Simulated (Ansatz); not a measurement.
Barrier from HF (fluorane, SMILES F) + H (doublet) to the saddle point below; all geometries are those of the HTBH38 set.
```xyz
3

H      0.1466    -1.1284     0.0000
F      0.0000     0.3304     0.0000
H     -0.1466    -1.8454     0.0000
```
Charge 0, spin multiplicity 2.

Wanted: barrier height (electronic, no zero-point energy), in kcal/mol. Radicals and triplets start from unrestricted determinants; spin-orbit coupling is neglected. CBS(X,Y): correlation extrapolated as X^-3, Hartree-Fock from the larger set. A bracket is a step between two methods taken in the basis named. The functionals are non-relativistic, so their misses hold any scalar relativity. 'core' is core correlation in cc-pwCVTZ, 'X2C' scalar relativity in cc-pVTZ-DK, both at CCSD(T). For partners of very few electrons the exact lower level stands in for a higher one.

Published benchmark value: 33.4 kcal/mol (Zhao et al., J. Phys. Chem. A 109, 2012 (2005), HTBH38), a best estimate, not a measurement.

Problem. How far off this value is PBE/def2-TZVPD (Ansatz, a first-principles code), in which direction, and which of these levels come nearer: B3LYP/def2-TZVPD, PBE0/def2-TZVPD, wB97M-V/def2-TZVPD, CCSD(T)/CBS(aug-cc-pVTZ,aug-cc-pVQZ) + core + X2C?

Solution. PBE gives 24.1 kcal/mol, 9.3 kcal/mol below it. Differences of the others: B3LYP/def2-TZVPD (Ansatz) -10.7; PBE0/def2-TZVPD (Ansatz) -6.0; wB97M-V/def2-TZVPD (Ansatz) -4.8; CCSD(T)/CBS(aug-cc-pVTZ,aug-cc-pVQZ) + core + X2C (Ansatz) 0.4; CCSD(T)/CBS(aug-cc-pVTZ,aug-cc-pVQZ) + [CCSDT(Q) - CCSD(T)]/aug-cc-pVTZ + [CCSDTQ - CCSDT(Q)]/aug-cc-pVDZ + core + X2C (Ansatz) 0.1 kcal/mol. Nearer than PBE: PBE0/def2-TZVPD, wB97M-V/def2-TZVPD, CCSD(T)/CBS(aug-cc-pVTZ,aug-cc-pVQZ) + core + X2C, CCSD(T)/CBS(aug-cc-pVTZ,aug-cc-pVQZ) + [CCSDT(Q) - CCSD(T)]/aug-cc-pVTZ + [CCSDTQ - CCSDT(Q)]/aug-cc-pVDZ + core + X2C.
